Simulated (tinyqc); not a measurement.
Inside a calculation. Method: CIS and TDHF on RHF in the sto-6g basis, frozen core, for H2O, spin multiplicity 1. One step of it, computed by the program tinyqc.

Task: CIS singlet states. Diagonalise A (1 hartree = 27.211386 eV); each vector has its largest component positive (the first on a tie). The transition dipole is mu = sqrt2 sum c_ia <i|r|a>.

CIS matrix A, singlet (hartree):
```
          2>6        2>7        3>6       3>7       4>6        4>7       5>6       5>7
2>6  1.474771   0.000000   0.000000  0.057424  0.062409   0.000000  0.000000  0.000000
2>7  0.000000   1.489114  -0.023022  0.000000  0.000000  -0.020220  0.000000  0.000000
3>6  0.000000  -0.023022   0.764350  0.000000  0.000000   0.038908  0.000000  0.000000
3>7  0.057424   0.000000   0.000000  1.008352  0.120147   0.000000  0.000000  0.000000
4>6  0.062409   0.000000   0.000000  0.120147  0.678937   0.000000  0.000000  0.000000
4>7  0.000000  -0.020220   0.038908  0.000000  0.000000   0.725831  0.000000  0.000000
5>6  0.000000   0.000000   0.000000  0.000000  0.000000   0.000000  0.488003  0.000000
5>7  0.000000   0.000000   0.000000  0.000000  0.000000   0.000000  0.000000  0.536041
```

dipole integrals <i|r|a> (bohr):
```
            x          y          z
2>6  0.000000   0.000000  -0.138463
2>7  0.000000  -0.130857   0.000000
3>6  0.000000  -0.754277   0.000000
3>7  0.000000   0.000000  -0.688292
4>6  0.000000   0.000000  -0.558215
4>7  0.000000  -0.669774   0.000000
5>6  0.066837   0.000000   0.000000
5>7  0.000000   0.000000   0.000000
```

Give: singlet excitation energies; lowest vectors; oscillator strengths 2/3 w |mu|^2.

Result:

singlet excitation energies (eV): 13.2792  14.5864  17.3521  19.0927  21.4209  28.1693  40.5227  40.5571

lowest vectors:
```
     state 1  state 2  state 3  state 4  state 5  state 6
2>6   0.0000   0.0000  -0.0504   0.0000   0.0000  -0.1643
2>7   0.0000   0.0000   0.0000   0.0065   0.0430   0.0000
3>6   0.0000   0.0000   0.0000  -0.5255   0.8501   0.0000
3>7   0.0000   0.0000  -0.3009   0.0000   0.0000   0.9431
4>6   0.0000   0.0000   0.9523   0.0000   0.0000   0.2893
4>7   0.0000   0.0000   0.0000   0.8508   0.5248   0.0000
5>6   1.0000   0.0000   0.0000   0.0000   0.0000   0.0000
5>7   0.0000   1.0000   0.0000   0.0000   0.0000   0.0000
```

oscillator strengths 2/3 w |mu|^2: 0.0029  0.0000  0.0857  0.0284  1.0462  0.8567
